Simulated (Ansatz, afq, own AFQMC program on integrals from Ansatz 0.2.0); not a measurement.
**Si3PH9, singlet in def2-TZVP, levels against AFQMC with the constraint released**

```yaml
atoms:
  - { symbol: Si, position_ang: [-1.2069, 1.4818, -0.4978] }
  - { symbol: P, position_ang: [0.6715, 0.2937, -0.9151] }
  - { symbol: Si, position_ang: [1.5567, 0.3479, 1.1652] }
  - { symbol: Si, position_ang: [-0.2312, -1.7779, -0.8289] }
  - { symbol: H, position_ang: [-2.0905, 1.3853, -1.6981] }
  - { symbol: H, position_ang: [-1.9616, 1.0004, 0.7019] }
  - { symbol: H, position_ang: [-0.8142, 2.9070, -0.2846] }
  - { symbol: H, position_ang: [0.5900, -0.0566, 2.2341] }
  - { symbol: H, position_ang: [2.7276, -0.5790, 1.1933] }
  - { symbol: H, position_ang: [2.0214, 1.7419, 1.4331] }
  - { symbol: H, position_ang: [0.8854, -2.7697, -0.8524] }
  - { symbol: H, position_ang: [-1.0655, -2.0134, 0.3914] }
  - { symbol: H, position_ang: [-1.0828, -1.9614, -2.0421] }
```

Basis def2-TZVP. Only valence electrons are correlated. Ansatz 0.2.0 and our own AFQMC program on the same integrals; the CISD trial comes from CCSD amplitudes, and released means the phaseless constraint is let go. ± is one standard error of the sampling.

Determinant: RHF, the one that the program's search chose, which needn't be the lowest solution. The geometry is a PBE0/def2-SVP stationary point of this or a neighbouring charge and spin state.

No full CI on the walks' own integrals is used here. The released AFQMC energy serves as the reference, which it does only where one determinant dominates, the energy is flat over the last release times and near the phaseless one (40 meV or 2 meV an electron, half that with transition metals). On small molecules, where full CI could be run and the noise was under 10 meV, such values lay within 10 meV of it in 19 cases of 20, a flattering rate, since the rule was set on those same cases; what remains of the bias isn't in the error bar.

Cautions: the released value is read at 0.90 1/Eh with a noise of 23 meV, more than in the cases checked (meV from the phaseless value at times in 1/Eh: -4 ± 16 at 0.21, -1 ± 23 at 0.42, -12 ± 25 at 0.63, -13 ± 23 at 0.90).

```
T1 diagnostic                               : 0.0137
weight of the determinant in the CISD state : 0.743
size of the correlated space                : 26 electrons in 182 orbitals
```

Reference: AFQMC with the constraint released, correlation energy -17.018 ± 0.023 eV.

```
        level  E − E(reference) (kJ/mol)  share of correlation (%)
           HF               1642.0 ± 2.2                      0.00
          MP2                292.6 ± 2.2                     82.18
         CCSD                 73.2 ± 2.2                     95.54
      CCSD(T)                 10.4 ± 2.2                     99.37
ph-AFQMC/CISD                  1.2 ± 2.8                     99.93
```

Released energies are given only where the last usable release times agree within the noise; a slower fall can still hide under it.
